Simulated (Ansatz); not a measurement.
# O₂+ (quartet): the correlation ladder, def2-QZVPP

An exercise on one series of results from a longer session: the logs are not shown, and one member is left open.

The runs use Ansatz 0.2.0, Gaussian basis; def2-QZVPP, core rule «outside noble gas», up to 2 orbitals frozen.

The runs, in order: UHF; ROHF; CCSD(T) on UHF.

### What is computed

The geometry is a PBE0/def2-TZVP stationary point (not a proven minimum).

2 atoms, charge 1, spin multiplicity 4.

Atoms are counted from 1 here; the program's logs count them from 0.

Bond lengths: O1–O2 1.346 Å.

The first run:

Input file in.yaml:

```yaml
crystal:
  periodic: [false, false, false]
  atoms:
    - {symbol: O, position_ang: [0.000000, 0.000000, 0.000000]}
    - {symbol: O, position_ang: [0.000000, 0.000000, 1.345600]}
basis:
  gaussian: {orbitals: "def2-QZVPP.json"}
total_charge: 1
magnetization: {spin_polarized: true, initial_magnetization: 3}
hamiltonian: {xc: hf}
output: {orbitals: {seedname: orbitals}}
```

On the command line:

```console
$ ansatz run in.yaml --threads 1 --pin off --events-out ev --progress --plain --max-ram 2393MiB
```

Among the steps run: UHF; ROHF; CCSD(T) on UHF.

One of the session's tables, all rows but one given; the rest of the session is left out.

It belongs to the step «Misses and costs». 

```
  method  from UCCSD(T) (kJ/mol)
    ROHF                 +1139.1
     UHF                       ?
    UMP2                   +91.4
   UCCSD                   +43.4
UCCSD(T)                       0
```

Estimate the missing values for UHF.

As computed: from UCCSD(T) (kJ/mol): +1087.6. In the column «from UCCSD(T) (kJ/mol)» it lies between UMP2 (+91.4) and ROHF (+1139.1).

The program flags UCCSD(T) as in doubt (see the logs), so the zero of the table is itself unsure.

Caveats from the session: The report flags that the cluster equations may have other roots. The program flags UCCSD(T) as in doubt, so the zero of the table is itself unsure. Warnings: coupled cluster took another determinant than the lowest.
